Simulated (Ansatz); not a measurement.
# Barium, bcc under r²SCAN: structure, energy and stiffness

What does r²SCAN give for barium in the bcc structure? We relax it, solve it on a dense k-mesh, switch on spin-orbit coupling, then scale the cell to 7 volumes from 88 to 112 % of the relaxed one and try a fit of the equation of state. The k-meshes are 9×9×9 for the relaxation; 14×14×14 for the dense run; 9×9×9 for spin-orbit coupling; 14×14×14 for the volumes. The starting cell is the measured one, from the Crystallography Open Database.

Computed with Ansatz 0.2.0 (DFT r2SCAN, plane waves (500 eV) with PAW, scalar-relativistic; PAW files made under PBE, frozen cores solved again for the functional, unless a step says otherwise).

**1. The system as given**

It takes space group Im-3m (No. 229, cubic). The conventional cell has a = 5.000 Å, b = 5.000 Å, c = 5.000 Å, α = 90.00°, β = 90.00°, γ = 90.00°. Ba (site symmetry m-3m) has 8 Ba at 4.33 Å as nearest neighbours.

Coordinates:

```
Ba
1.0
    -2.50000    2.50000    2.50000
     2.50000   -2.50000    2.50000
     2.50000    2.50000   -2.50000
Ba
1
Cartesian
  0.0000 0.0000 0.0000
```

**2. Geometry optimisation**

File input.yaml:

```yaml
crystal:
  lattice:
    - [-2.5, 2.5, 2.5]
    - [2.5, -2.5, 2.5]
    - [2.5, 2.5, -2.5]
  atoms:
    - { symbol: Ba, position: [0.0, 0.0, 0.0] }
hamiltonian:
  xc: r2scan
  pseudopotentials:
    kind: paw
    azcp:
      Ba: "pseudopotentials/Ba.paw.azcp"
basis:
  ecutwfc: 500
  fft_grid_basis: typed
kpoints:
  mp_grid: { grid: [9, 9, 9], shift: [0, 0, 0] }
magnetization:
  spin_polarized: false
scf:
  occupations: { method: fermi_dirac, width: 0.1 }
relax:
  max_steps: 60
  f_tol: 0.01
  cell: {}
```

Further steps of the session: Dense single point; With spin-orbit coupling; Equation of state: 88 %; Equation of state: 92 %; Equation of state: 96 %; Equation of state: 100 %; Equation of state: 104 %; Equation of state: 108 %; Equation of state: 112 %.

What does the calculation give? Wanted: space group; conventional cell; volume; shortest distance; gap on the mesh; V₀, B₀, B₀′.

As calculated:

| quantity | value |
| --- | --- |
| space group (spins left aside) | Im-3m (No. 229) |
| conventional cell | a = 5.074 Å |
| volume | 65.300 Å³/atom |
| shortest distance | 4.394 Å |
| against the measured volume | +4.5 % (62.500 Å³/atom) |
| gap on the mesh | none (levels filled in part) |
| V₀, B₀, B₀′ | 65.067 Å³/atom, 8.4 GPa, 2.7 |

What this shows: Against experiment, r²SCAN misses the volume by +4.5 %. Zero-point motion and any thermal expansion in the measured cell, which the calculation lacks, would widen the miss. Levels at the Fermi energy are filled in part, as in a metal. The total energy of the spin-orbit run lies +13.4 eV/atom from the scalar one, but the two kinds of run don't share a zero of energy: only differences within one kind count. B₀ comes out at 8.4 GPa, a soft solid.
